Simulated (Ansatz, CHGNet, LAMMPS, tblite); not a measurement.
## Rock-salt KBr, equilibrium lattice constant a

Reference value: 6.541 Å (measured, low temperature, not corrected to a static lattice; as tabulated in Doll and Stoll (1998), arXiv:cond-mat/9801031).

Q: What do EIM, IPEA1-xTB, CHGNet 0.3.0, LDA, PBE, PBE-D3(BJ), PBE-D4, r²SCAN, HSE06 give, and how far is each from the reference?

A: 
```tsv
level (code)	value (Å)	difference (%)
EIM (LAMMPS)	6.586	+0.69
IPEA1-xTB (tblite)	6.524	-0.26
CHGNet 0.3.0 (CHGNet)	6.722	+2.77
LDA (Ansatz)	6.372	-2.58
PBE (Ansatz)	6.705	+2.51
PBE-D3(BJ) (Ansatz)	6.565	+0.37
PBE-D4 (Ansatz)	6.611	+1.07
r²SCAN (Ansatz)	6.609	+1.04
HSE06 (Ansatz)	6.666	+1.91
```

Leaving aside EIM, IPEA1-xTB, which can be fitted to such values or carry a doubt: Of these levels PBE-D3(BJ) (+0.37 %) comes nearest. CHGNet 0.3.0 (+2.77 %) lies farthest from it. Of these only PBE-D3(BJ) lands within 1 %.

The reference has no zero-point or thermal correction, while the calculations are for a static lattice, so the differences are not the levels' errors alone. A static lattice is as a rule a little smaller than the measured one.  IPEA1-xTB: this parameter set was refitted to ionisation energies, not structures. IPEA1-xTB: the run uses a supercell at the zone centre in place of a k mesh. Cutoffs and k meshes differ between the levels. Ansatz's density-functional and Hartree–Fock values are scalar-relativistic unless marked +SOC, with PAW data made under PBE.

Empirical potentials (EIM) are fitted to chosen data, which need not cover the solid at hand: agreement can be built in, and what lay outside the fit can be far off. Machine-learned potentials (CHGNet 0.3.0) are trained on DFT data, which may include these solids.

Differences are worked out from the printed values.

Ansatz is a first-principles code.
